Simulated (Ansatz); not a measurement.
**CH₅ClSi: vertical ionisation energy**

One table from this session's results is given with a row withheld; the runs are named, their logs left out.

Method: unrestricted cation, the program's frozen cores in correlated methods; program: Ansatz 0.2.0, Gaussian basis.

Levels to be run: UKS PBE-D4/def2-TZVPP; UKS r2SCAN-D4/def2-TZVPP; UKS PBE0-D4/def2-TZVPP; UKS B3LYP-D4/def2-TZVPP; UKS wB97X-V/def2-TZVPP; UKS wB97M-V/def2-TZVPP; UKS B2PLYP/def2-TZVPP; UHF-CCSD(T)/def2-TZVPP; UHF-MP2/def2-QZVPP; extrapolation to the limit; then −ε(HOMO) from the neutral's earlier runs with LDA (SPW92), PBE-D4, revPBE-D4, BLYP-D4, r2SCAN-D4, B97M-V, PBE0-D4, B3LYP-D4, r2SCANh-D4, r2SCAN0-D4, HSE06-D4, BHLYP-D4, CAM-B3LYP-D4, LC-ωPBE, ωB97X-V, ωB97M-V.

## The geometry

The geometry comes from an earlier relaxation with PBE0-D4 in a triple-zeta def2 set; it is a stationary point, not always the lowest conformer.

SMILES `C[SiH2]Cl`, 8 atoms, charge 0, spin multiplicity 1.

Atoms are counted from 1 here; the program's logs count them from 0.

Bond lengths: C1–Si2 1.857 Å, C1–H4 1.094 Å, C1–H5 1.092 Å, C1–H6 1.092 Å, Si2–Cl3 2.062 Å, Si2–H7 1.483 Å, Si2–H8 1.483 Å. Angles: Si2–C1–H4 110.0°, Si2–C1–H5 110.8°, Si2–C1–H6 110.8°, H4–C1–H5 108.4°, H4–C1–H6 108.4°, H5–C1–H6 108.5°, C1–Si2–Cl3 109.6°, C1–Si2–H7 111.5°, C1–Si2–H8 111.6°, Cl3–Si2–H7 107.2°, Cl3–Si2–H8 107.2°, H7–Si2–H8 109.5°.

The first run:

The input, in.yaml:

```yaml
crystal:
  periodic: [false, false, false]
  atoms:
    - {symbol: C, position_ang: [-0.612048, 0.785387, -0.172981]}
    - {symbol: Si, position_ang: [0.439656, -0.728789, 0.049345]}
    - {symbol: Cl, position_ang: [1.888048, -0.363915, 1.471107]}
    - {symbol: H, position_ang: [-1.381260, 0.598876, -0.927632]}
    - {symbol: H, position_ang: [-0.006517, 1.632718, -0.500579]}
    - {symbol: H, position_ang: [-1.105778, 1.054797, 0.762754]}
    - {symbol: H, position_ang: [1.139105, -1.095528, -1.206346]}
    - {symbol: H, position_ang: [-0.361217, -1.883555, 0.524323]}
basis:
  gaussian: {orbitals: def2-TZVPP}
total_charge: 1
magnetization: {spin_polarized: true, initial_magnetization: 1}
hamiltonian: {xc: pbe, dispersion: d4}
```

Among the steps run: Cation, UKS PBE-D4/def2-TZVPP; Cation, UKS r2SCAN-D4/def2-TZVPP; Cation, UKS PBE0-D4/def2-TZVPP; Cation, UKS B3LYP-D4/def2-TZVPP; Cation, UKS wB97X-V/def2-TZVPP; Cation, UKS wB97M-V/def2-TZVPP; Cation, UKS B2PLYP (frozen core)/def2-TZVPP; Cation, UHF-CCSD(T)/def2-TZVPP; Cation, UHF-MP2/def2-QZVPP.

One table of the session follows, with a row left open; its other results are not shown here.

It belongs to the step «Ionisation energies side by side». For comparison, −ε(HOMO) of the neutral from earlier runs:

```
  functional  −ε(HOMO) (eV)
 LDA (SPW92)           7.45
      PBE-D4           7.39
   revPBE-D4           7.35
     BLYP-D4           7.25
   r2SCAN-D4           7.73
      B97M-V           7.84
     PBE0-D4           8.75
    B3LYP-D4           8.50
  r2SCANh-D4           8.23
  r2SCAN0-D4           8.97
    HSE06-D4           8.35
    BHLYP-D4           9.99
CAM-B3LYP-D4          10.12
     LC-ωPBE          11.52
     ωB97X-V          11.16
     ωB97M-V              ?
```

Q: Estimate the row for ωB97M-V from the others.

**Answer.** −ε(HOMO) (eV): 10.99. In the column «−ε(HOMO) (eV)» it lies between CAM-B3LYP-D4 (10.12) and ωB97X-V (11.16).
